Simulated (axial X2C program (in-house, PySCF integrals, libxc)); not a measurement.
# PF⁺: EOM-EA-CCSD levels

Wanted for PF⁺: EOM-EA-CCSD levels, at the two-component level.

Computed with an in-house X2C program for linear molecules on PySCF integrals. Level: two-component X2C with atomic mean-field terms, P dyall-av3z, F dyall-av3z.

All values are calculated.

**1. Set-up**

Input file task.json:

```json
{
 "zs": [
  15,
  9
 ],
 "q": 1,
 "bas": [
  "dyall-av3z",
  "dyall-av3z"
 ],
 "r0": 1.75,
 "eom": "ea",
 "thr": -2.0,
 "nmax": 92,
 "grid": [
  1,
  0.96,
  1.045,
  0.92,
  1.09,
  1.15
 ]
}
```

Keys: zs atomic numbers; q charge; bas basis sets; r0 starting distance in Å; eom kind of EOM run; thr threshold in hartree for freezing inner shells (an s shell follows its p shell); nmax most natural virtual spinors; grid distances as factors.

On the command line:

```sh
> python soeom.py task.json out
```

The runs that follow: EOM-EA-CCSD at 1.522 Å.

Before running it: what results should come out? Wanted: next root led by one particle; T1 of the reference; lowest state, Re and ωe.

**Answer**, as computed:

| quantity | value |
| --- | --- |
| lowest root at 1.522 Å | Ω = 1/2, 18.215 eV |
| next root led by one particle | Ω = 3/2, about 340 cm⁻¹ higher |
| T1 of the reference | 0.030 |
| lowest state, Re and ωe | 1.518 Å, 1057 cm⁻¹ |

In words: The added electron is bound by 18.21 eV in a spinor of 80% P pπ, 9% F pπ. Errors of 0.1 to 0.3 eV are usual at this size, and roots led by higher excitations are left out, so the list is incomplete, and low states of that kind can be missing. T1 or the largest double amplitude of the reference is raised, which lowers the reliability. The bond is 0.066 Å longer than in the closed-shell reference at CCSD (1.452 Å).
